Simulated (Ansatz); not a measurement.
**One elementary step**

Start structure (BH5O, singlet), relaxed at PBE0-D4/def2-TZVP:

```xyz
7
angstrom
B -0.6090 -0.2303 -0.2862
H -0.3964 -1.3170 -0.7594
H -0.9857 0.6131 -1.0589
H -1.1713 -0.2357 0.7855
H 1.3311 -0.3005 0.7316
O 0.9480 0.3023 0.0843
H 0.8832 1.1680 0.5031
```

The step: BH₃ + H₂O → BH₃O ([BH2][OH]) + H₂; bonds formed: H2–H5; dative contacts that become bonds: B1–O6; bonds broken: B1–H2, H5–O6. Ansatz 0.2.0; basis: def2-TZVPP and def2-QZVPP; cores frozen in the correlated methods. Extrapolation: Hartree–Fock as exp(−7.88 √X), correlation as X^−2.97. Energies below are by CCSD(T) at an estimated basis limit (MP2 extrapolated from triple and quadruple zeta, plus CCSD(T) − MP2 in triple zeta).

(1) What are the electronic barrier and the energy of the step, from the start structure to the end structure? (An estimate is asked for; the value comes from the calculation.)

The T1 diagnostic stays at or below 0.013.

Answers

(1) The calculation gives: Barrier 102.4 kJ/mol; step energy -67.7 kJ/mol (downhill); reverse barrier, their difference, 170.1 kJ/mol. Barrier and step energy count from the start structure, the reverse barrier from the end structure.

The saddle point: One imaginary mode of 1342i cm⁻¹.
| pair | start (Å) | saddle (Å) | end (Å) |
| --- | --- | --- | --- |
| B1–O6 | 1.69 | 1.58 | 1.35 |
| H2–H5 | 2.50 | 1.03 | 0.75 |
| B1–H2 | 1.20 | 1.33 | 3.12 |
| H5–O6 | 0.96 | 1.26 | 3.41 |

Zero-point energy (harmonic, PBE0-D4): ZPE is 146.0 kJ/mol at the start and 135.1 kJ/mol at the saddle, so the barrier goes from 102.4 to 91.6 kJ/mol.

First-order rate constant out of the start structure at 698 K by transition-state theory, with harmonic vibrational free energies alone and no tunnelling: ΔA‡ = 99.7 kJ/mol, so k = (kB T/h) exp(−ΔA‡/kB T) ≈ 10^6 s⁻¹ (an order of magnitude at best: rotation, the number of equivalent paths and anharmonicity are left out).

The step is the kind of ligand exchange by which a precursor binds to a hydroxyl group, or is hydrolysed, in atomic layer deposition of oxides.

Labels in which every atom is bracketed show which atoms are joined, not bond orders.

For scale, one of the runs: CCSD(T)/def2-TZVPP, 132 basis functions, launched by `ansatz run in.yaml --threads 2 --pin off --events-out ev --progress --plain --max-ram 4352MiB`. Hardware: 2 CPU threads of an Arm Neoverse V1, shared host. Wall time 6 s; peak host memory 0.68 GiB.
